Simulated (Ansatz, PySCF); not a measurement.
Reaction: CS (methanidylidynesulfanium, SMILES [C-]#[S+]) → CS+ (parent SMILES [C-]#[S+], doublet) + e-
Each species at its own B3LYP-D3(BJ)/def2-TZVP minimum (Ansatz, a first-principles code).

Wanted: adiabatic ionisation energy (0 K, zero-point energies from PySCF's Hessians at B3LYP-D3(BJ)/def2-TZVP), in eV. UHF or UKS for unpaired electrons; spin-orbit terms are left out. CBS(X,Y): correlation extrapolated as X^-3, Hartree-Fock from the larger set (Q,5: extrapolated as (X+1)exp(-9√X)). A bracket is a step between two methods taken in the basis named. The functionals are non-relativistic, so their misses hold any scalar relativity. Double hybrids freeze cores in their MP2 part. 'core' is core correlation in cc-pwCVTZ (1s frozen past Ne), 'X2C' scalar relativity in cc-pVTZ-DK, both at CCSD(T). The T1 diagnostic of CS ([C-]#[S+], singlet) reaches 0.025 in the sets run. The UHF reference of CS+ (parent SMILES [C-]#[S+], doublet) is spin-contaminated (<S^2> up to 0.71 over the pure value in the sets run).

Measured: 11.33 eV (CCCBDB table in ASE).

Question: How far off this value is PBE/def2-TZVPD (Ansatz), in which direction, and how far these levels: B3LYP/def2-TZVPD, PBE0/def2-TZVPD, wB97M-V/def2-TZVPD, B2PLYP/def2-TZVPD, CCSD(T)/CBS(cc-pV(Q+d)Z,cc-pV(5+d)Z) + core + X2C?

Answer: PBE gives 11.26 eV, 0.07 eV below it. Errors of the others: B3LYP/def2-TZVPD (Ansatz) 0.09; PBE0/def2-TZVPD (Ansatz) -0.04; wB97M-V/def2-TZVPD (Ansatz) 0.14; B2PLYP/def2-TZVPD (Ansatz) 0.03; CCSD(T)/CBS(cc-pV(Q+d)Z,cc-pV(5+d)Z) + core + X2C (Ansatz) 0.09; CCSD(T)/CBS(cc-pV(Q+d)Z,cc-pV(5+d)Z) + [CCSDT(Q) - CCSD(T)]/cc-pV(Q+d)Z + [CCSDTQ - CCSDT(Q)]/cc-pV(D+d)Z + core + X2C (Ansatz) 0.01 eV.
